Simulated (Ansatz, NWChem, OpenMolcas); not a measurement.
**A ladder of methods for S2 (SMILES S=S)**

S2: 2 atoms, total charge 0, spin state triplet. As SMILES, `S=S`. Geometry: the measured bond length.

```xyz
2

S     0.0000    0.0000    0.0000
S     0.0000    0.0000    1.8892
```

Quantity: the electronic atomisation energy, in eV. The values are calculated. Electronic energies at fixed atoms, without zero-point motion or spin-orbit coupling.

```
            level                    kind     program  value (eV)  less CCSD(T)/cc-pVTZ
      UHF/cc-pVTZ            Hartree–Fock  OpenMolcas        2.13                 -1.91
 U-revPBE/cc-pVTZ                     GGA  OpenMolcas        4.62                 +0.58
    UBLYP/cc-pVTZ                     GGA      NWChem        4.54                 +0.50
    UPBE0/cc-pVTZ           global hybrid      NWChem        4.53                 +0.49
   UHSE06/cc-pVTZ  range-separated hybrid      Ansatz        4.54                 +0.50
UPBE-QIDH/cc-pVTZ           double hybrid      Ansatz        4.33                 +0.29
  RPA@PBE/cc-pVTZ                     RPA      Ansatz        3.81                 -0.23
     UMP2/cc-pVTZ     perturbation theory      Ansatz        4.28                 +0.24
ROCCSD(T)/cc-pVTZ   coupled cluster or CI  OpenMolcas        4.04                  0.00
       FCI/STO-3G      exact in the basis      Ansatz        3.51                 -0.53
```

ROCCSD(T)/cc-pVTZ is the highest level here, not the true value. The values span 2.13 to 4.62 eV. High-level rows in very small sets aren't better than simpler rows in larger ones.
